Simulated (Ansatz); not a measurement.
Results of HSE06+SOC in Ansatz (PAW) for zinc-blende HgS (metastable phase).

Numerical settings: plane-wave cutoff 460 eV, 8×8×8 k mesh, Fermi–Dirac smearing 0.01 eV, PAW data made under PBE.

The cell has the measured lattice: a = b = c = 5.841 Å, α = β = γ = 90.00°.

**Question.** What does this level give for the band gap?

**Answer.** 
- band gap: 0.38 eV (direct)

Note: cell and atoms aren't relaxed at this level (pressure 2.0 GPa).

Computed values are for the static lattice.

Ansatz is a first-principles code.
